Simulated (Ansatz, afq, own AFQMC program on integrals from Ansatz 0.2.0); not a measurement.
Two steps: Ansatz 0.2.0 writes the Fock matrix and Cholesky factors of the valence space, and afq projects on them the lowest state that overlaps trial and start.

```yaml
crystal:
  periodic: [false, false, false]
  atoms:
    - {symbol: As, position_ang: [0.000000, 0.000000, 0.000000]}
basis:
  gaussian: {orbitals: aug-cc-pVDZ}
total_charge: -1
magnetization: {spin_polarized: true, initial_magnetization: 2}
correlation: {method: ccsd_t, electrons: outside_noble_gas, hamiltonian_folder: ham}
```

```sh
$ ansatz run in.yaml --threads 1 --pin off --events-out ev --progress --plain --max-ram 1382MiB
```

Options of the walk:

```
--method phaseless --trial hf --walkers 240 --populations 1 --least-time 40 --time-step 0.005 --steps-per-block 20 --equilibration-blocks 112 --max-blocks 600 --target-error 0.00087 --factor-cut 1e-05 --start spin_pure --seed 3057 --taylor-order 6
```

Times are imaginary, in 1/Eh. The walk had a cap of 504 s. Filled inner d shells are frozen with the cores.

Output of the walk:

```
orbitals 22  electrons 4 2  factors 127 of 239
reference energy -2234.15768913 Eh
CCSD correlation -0.09559070 Eh in 11 cycles, weight of the determinant in the CISD state 0.9214
energy of the start -2234.157749 Eh
 block  time / (1/Eh)  mean weight  energy / Eh
     1     0.100  1.0004  -2234.170553
     2     0.200  1.0009  -2234.180772
     3     0.300  1.0007  -2234.190208
     4     0.400  1.0010  -2234.198202
     5     0.500  1.0006  -2234.205464
     8     0.800  0.9999  -2234.222533
    17     1.700  1.0010  -2234.247549
    65     6.500  0.9997  -2234.258553
    97     9.700  0.9999  -2234.269213
   113    11.300  0.9999  -2234.264612
   161    16.100  0.9999  -2234.246525
   209    20.900  1.0001  -2234.267669
   257    25.700  1.0005  -2234.247062
   305    30.500  0.9991  -2234.256447
   353    35.300  0.9998  -2234.267869
   401    40.100  1.0004  -2234.250066
   449    44.900  0.9999  -2234.262615
   497    49.700  1.0000  -2234.246272
   545    54.500  1.0000  -2234.247081
   593    59.300  1.0001  -2234.243304
   641    64.100  0.9995  -2234.261095
blocks merged  error / Eh  count
     1  0.000286  540
     2  0.000384  270
     4  0.000511  135
     8  0.000668  67
    16  0.000846  33
    32  0.000850  16
    64  0.001054  8
energy -2234.255054 +/- 0.000850 Eh
(rows thinned)
```

The run passed its tests (sampling time, drift between the halves within three errors, error under three times the target), which doesn't prove that it has relaxed.

Against this walk (error 23.1 meV) on the same determinant: CCSD(T) 26.9 meV lower (within the noise), CCSDT(Q) 50.7 meV lower, full CI 51.4 meV lower. The error is statistical and leaves out the bias of the constraint.

Cautions: constraint bias not in the error; no relativity below Rb; no spin-orbit coupling; inner d shell frozen.

The walk took 100 s on 1 thread of Arm Neoverse V2 (shared host). The log's last line is the phaseless energy.

CCSDT and higher add their correlation energy to the determinant of the CCSD(T) run, since their own runs factorise the integrals more tightly (a shift of under 2 meV). A walk keeps the symmetry of its determinant, which the program's search chose and which needn't be the lowest solution, so a lower state of the same spin and another symmetry isn't excluded.
